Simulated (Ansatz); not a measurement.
Write a Python script for Ansatz 0.2.0 through its Python package that makes an active-space calculation of BFH2, SMILES BF. Level of theory: Hartree-Fock, 6-31G* basis, multiplicity 1.

```xyz
4

B    -0.0137   -0.0394   -0.0266
F     1.1481   -0.2935    0.6848
H    -1.0734   -0.6218    0.1530
H    -0.0054    0.8945   -0.8316
```

`bfh2.py`
```python
"""Active-space calculation on BFH2."""

import warnings

import ansatz as az

warnings.simplefilter("ignore", az.DeckWarning)

molecule = (
    az.Crystal.molecule()
    .atom("B", [-0.0137, -0.0394, -0.0266])
    .atom("F", [1.1481, -0.2935, 0.6848])
    .atom("H", [-1.0734, -0.6218, 0.153])
    .atom("H", [-0.0054, 0.8945, -0.8316])
)

calc = (
    molecule.calculation()
    .basis(gaussian="6-31G*")
    .accuracy("medium")
    .scf(lower_state_search="light")
    .correlation(active_electrons=4, active_orbitals=4)
)
for method in [None]:
    rep = (calc if method is None else calc.correlation(method)).run().report
    space = rep["configurations"]
    state = space["states"][0]
    print(method or "casscf", f"total {rep['free_energy_ev'] / 27.211386246:.6f} Ha, active-space state {state['energy']['hartree']:.6f} Ha, mean field {rep['reference_energy_ev'] / 27.211386246:.6f} Ha")
    print("  determinants", state["n_determinants"], " natural occupations", [round(n, 3) for n in space["natural_occupations"]])
print("effectively unpaired electrons, sum of min(n, 2 - n):", round(sum(min(n, 2 - n) for n in space["natural_occupations"]), 3))
```

```console
$ python bfh2.py
casscf total -125.368984 Ha, active-space state -125.368984 Ha, mean field -125.314230 Ha
  determinants 36  natural occupations [1.981, 1.98, 0.02, 0.019]
effectively unpaired electrons, sum of min(n, 2 - n): 0.079
```

Notes:
- The settings weren't tested for convergence.
- The geometry is a force-field or estimated start, not a minimum of this method, and the basis set is short of its limit. The active space starts as a window about the frontier orbitals and is then optimised, not chosen by chemistry.
- Finished in 1.1 s on 1 thread of Arm Neoverse V1, with other jobs on the host, peak memory 0.13 GiB.
